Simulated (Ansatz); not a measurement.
# CH5ClMg: the cost of one run

Method: RKS PBE0-D4/def2-SVP, in Ansatz 0.2.0.

### Step 1. The structure to begin with

Bond lengths: Mg1–Cl3 2.151 Å, Mg1–C5 2.529 Å, C5–H6 1.086 Å, C5–H7 1.094 Å, C5–H8 1.095 Å. Angles: Cl3–Mg1–C5 163.1°, Mg1–C5–H6 167.3°, Mg1–C5–H7 63.0°, Mg1–C5–H8 64.2°, H6–C5–H7 111.2°, H6–C5–H8 111.2°, H7–C5–H8 112.8°.

Coordinates:

```xyz
8

Mg   -1.0906   -0.1379   -0.9252
H     0.2072   -1.6977    0.0828
Cl   -2.7722   -0.0182   -2.2604
H     0.6621   -0.9209    0.4929
C     0.7820    0.4555    0.6674
H     1.5094    0.9354    1.3160
H    -0.2399    0.6509    1.0061
H     0.9420    0.7328   -0.3795
```

### Step 2. A restrained relaxation towards end A

Springs on the bonds that form and break draw the guess towards this end; the thresholds are loose.

input.yaml

```yaml
crystal:
  periodic: [false, false, false]
  atoms:
    - { symbol: Mg, position_ang: [-1.0906, -0.1379, -0.9252] }
    - { symbol: H, position_ang: [0.2072, -1.6977, 0.0828] }
    - { symbol: Cl, position_ang: [-2.7722, -0.0182, -2.2604] }
    - { symbol: H, position_ang: [0.6621, -0.9209, 0.4929] }
    - { symbol: C, position_ang: [0.782, 0.4555, 0.6674] }
    - { symbol: H, position_ang: [1.5094, 0.9354, 1.316] }
    - { symbol: H, position_ang: [-0.2399, 0.6509, 1.0061] }
    - { symbol: H, position_ang: [0.942, 0.7328, -0.3795] }
basis:
  gaussian: { orbitals: def2-SVP }
hamiltonian:
  xc: pbe0
  dispersion: d4
relax:
  f_tol: 0.15
  max_steps: 25
  restrain:
    - { distance: [0, 4], at: 3.47, k: 30.0 }
    - { distance: [3, 1], at: 1.92, k: 30.0 }
    - { distance: [0, 1], at: 1.72, k: 30.0 }
    - { distance: [3, 4], at: 1.07, k: 30.0 }
output:
  orbitals: {}
```

On the command line:

```bash
$ ansatz run input.yaml --threads 2 --pin off --max-ram 3072MiB --backend cpu --events-out ev --progress --plain --runs-dir out
```

**Question.** How long does this run take on 2 threads of Arm Neoverse V2, shared host, and how much memory does it need?

About 12 s, with a peak of 0.14 GiB.
